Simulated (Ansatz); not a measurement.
**C₂HSi (doublet): from Hartree-Fock to the top rungs, def2-QZVPP**

One table from this session's results is given with a row withheld; the runs are named, their logs left out.

Method: def2-QZVPP, core rule «outside noble gas», up to 7 orbitals frozen; program: Ansatz 0.2.0, Gaussian basis.

The runs, in order: UHF; ROHF; CCSD(T) on UHF.

2 further runs of the same task are left out: 2 set aside as unsound or not needed.

## The system

The geometry is a PBE0/def2-TZVP stationary point (not a proven minimum).

4 atoms, charge 0, spin multiplicity 2.

Atoms are counted from 1 here; the program's logs count them from 0.

Bond lengths: C1–C2 1.303 Å, C1–Si3 1.845 Å, C2–Si3 1.882 Å, C2–H4 1.081 Å. Angles: C2–C1–Si3 71.1°, C1–C2–Si3 68.0°, C1–C2–H4 148.1°, Si3–C2–H4 143.9°, C1–Si3–C2 40.9°.

Set-up of the first run:

in.yaml

```yaml
crystal:
  periodic: [false, false, false]
  atoms:
    - {symbol: C, position_ang: [0.000000, -0.816970, 0.768839]}
    - {symbol: C, position_ang: [0.000000, 0.461908, 1.020060]}
    - {symbol: Si, position_ang: [0.000000, 0.106896, -0.828106]}
    - {symbol: H, position_ang: [0.000000, 1.252374, 1.757882]}
basis:
  gaussian: {orbitals: "def2-QZVPP.json"}
magnetization: {spin_polarized: true, initial_magnetization: 1}
hamiltonian: {xc: hf}
output: {orbitals: {seedname: orbitals}}
```

Started as:

```
$ ansatz run in.yaml --threads 1 --pin off --events-out ev --progress --plain --max-ram 2393MiB
```

Steps of the session up to this table: UHF; ROHF; CCSD(T) on UHF.

One table of the session follows, with a row left open; its other results are not shown here.

```
  method  from UCCSD(T) (kJ/mol)
    ROHF                 +1180.1
     UHF                 +1160.7
    UMP2                       ?
   UCCSD                   +68.5
UCCSD(T)                       0
```

**Question.** Estimate the row for UMP2.

The run gave: from UCCSD(T) (kJ/mol): +114.5. In the column «from UCCSD(T) (kJ/mol)» it lies between UCCSD (+68.5) and UHF (+1160.7).
